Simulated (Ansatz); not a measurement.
# AlH2− (singlet): the correlation ladder at distance Al1–H2 = 2.048 Å, aug-cc-pVDZ

How much of the correlation energy of AlH2− (singlet) does each wave-function method recover here?

Computed with Ansatz 0.2.0, Gaussian basis. Level: aug-cc-pVDZ, core rule «outside noble gas», up to 5 orbitals frozen.

The runs, in order: UHF; CCSD(T) on RHF; CCSD(T) on UHF; BCCD(T) on RHF; CISD; CCSDT(Q) on RHF; CCSDT(Q) on UHF; CCSDTQ on RHF; CASSCF and MRCISD+Q, 2 electrons in 2 orbitals; CASSCF and NEVPT2, 2 electrons in 2 orbitals; CASSCF and MRCISD+Q, 6 electrons in 6 orbitals; CASSCF and NEVPT2, 6 electrons in 6 orbitals; Full CI.

## (1) The system

The geometry derives from a PBE0/def2-TZVPD stationary point (not a proven minimum). One bond is set to the value named and the two fragments are kept rigid.

3 atoms, charge -1, spin multiplicity 1.

Atoms are counted from 1 here; the program's logs count them from 0.

Bond lengths: Al1–H3 1.697 Å.

## (2) UHF

Input file in.yaml:

```yaml
crystal:
  periodic: [false, false, false]
  atoms:
    - {symbol: Al, position_ang: [0.000000, -0.089436, 0.008870]}
    - {symbol: H, position_ang: [0.000000, 1.317696, -1.479178]}
    - {symbol: H, position_ang: [0.000000, 1.076405, 1.241750]}
basis:
  gaussian: {orbitals: aug-cc-pVDZ}
total_charge: -1
magnetization: {spin_polarized: true, initial_magnetization: 0}
hamiltonian: {xc: hf}
output: {orbitals: {seedname: orbitals}}
```

Command:

```
ansatz run in.yaml --threads 1 --pin off --events-out ev --progress --plain --max-ram 4096MiB --backend cpu
```

Further steps of the session: CCSD(T) on RHF; CCSD(T) on UHF; BCCD(T) on RHF; CISD; CCSDT(Q) on RHF; CCSDT(Q) on UHF; CCSDTQ on RHF; CASSCF and MRCISD+Q, 2 electrons in 2 orbitals; CASSCF and NEVPT2, 2 electrons in 2 orbitals; CASSCF and MRCISD+Q, 6 electrons in 6 orbitals; CASSCF and NEVPT2, 6 electrons in 6 orbitals; Full CI.

Before running them: what should the planned runs give, taken together? Wanted: FCI from the RHF energy; RMP2 from FCI; RCCSD from FCI; RCCSD(T) from FCI; RCCSDT(Q) from FCI; NEVPT2 pair from FCI; NEVPT2 valence from FCI; MRCISD+Q valence from FCI; T1 diagnostic.

As calculated:

```
                         quantity                                                            value
          FCI from the RHF energy                                                       -3.2026 eV
                    RMP2 from FCI                                                     +86.2 kJ/mol
                   RCCSD from FCI                                                     +10.1 kJ/mol
                RCCSD(T) from FCI                                                      +2.7 kJ/mol
               RCCSDT(Q) from FCI                                                      +0.1 kJ/mol
             NEVPT2 pair from FCI                                                     +80.0 kJ/mol
          NEVPT2 valence from FCI                                                     +72.1 kJ/mol
        MRCISD+Q valence from FCI                                                      +1.2 kJ/mol
levels within 1 kcal/mol (43 meV)  RCCSD(T), BCCD(T), RCCSDT, RCCSDT(Q), RCCSDTQ, MRCISD+Q valence
                    T1 diagnostic                                                            0.018
   effectively unpaired electrons                                                             0.14
```

RCCSD(T) lands +2.7 kJ/mol from the yardstick (0.9 % of the correlation energy). One determinant dominates. Of the multireference levels listed MRCISD+Q valence comes nearest in total energy (+1.2 kJ/mol), which doesn't show that its space is the better one. These misses are within one basis, not against nature.
